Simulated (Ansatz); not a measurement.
The first iterations of a band of AlH₅O (7 atoms, charge 0, multiplicity 1).

Method: Ansatz 0.2.0, RKS PBE0-D4/def2-mTZVP.

```json
{
 "movable images": "7",
 "climbing image": "from the first iteration",
 "spring": "5.0 eV/Å²",
 "optimiser": "lbfgs",
 "start path": "through a guess of the saddle point",
 "force threshold": "0.05 eV/Å",
 "iteration limit": "60",
 "end points": "relaxed"
}
```

Initial state:

```xyz
7
Properties=species:S:1:pos:R:3
Al 0.040 0.039 0.097
H -0.059 0.613 1.593
H 1.401 0.253 -0.705
H -1.323 -0.120 -0.736
O 0.137 -1.925 0.653
H -0.648 -2.389 0.335
H 0.123 -1.996 1.617
```

Final state:

```xyz
7
Properties=species:S:1:pos:R:3
Al 0.040 -0.578 -0.364
H -0.068 0.262 2.143
H 1.426 0.160 -0.532
H -1.373 0.134 -0.498
O 0.127 -2.263 -0.113
H -0.663 -2.803 -0.033
H 0.183 -0.436 2.250
```

| iteration | highest image above the first end (eV) | largest band force component (eV/Å) |
| --- | --- | --- |
| 1 | 1.948 | 4.439 |
| 2 | 1.606 | 3.161 |
| 3 | 1.232 | 2.798 |
| 4 | 1.092 | 2.021 |
| 5 | 1.021 | 1.264 |
| 6 | 0.963 | 1.067 |
| 7 | 0.860 | 0.874 |
| 8 | 0.815 | 1.448 |
| 9 | 0.801 | 0.885 |
| 10 | 0.793 | 0.643 |
| 11 | 0.771 | 0.690 |
| 12 | 0.766 | 0.417 |
| 13 | 0.761 | 0.352 |
| 14 | 0.754 | 0.583 |

Q: Does the band converge within its limit, and where does its top end?

A: The run converged. It ended after 43 iterations with the highest image 0.725 eV above the first end. Another band between the same ends (7 images) ends at a top of the same energy, where a vibrational analysis finds 1 clearly imaginary mode. The orbitals stay closed-shell, which can raise the energy where a bond breaks towards radicals; this wasn't checked here.

Time of the run: 10 min on 1 thread of Arm Neoverse N1, with other jobs on the host, peak memory 0.11 GiB.
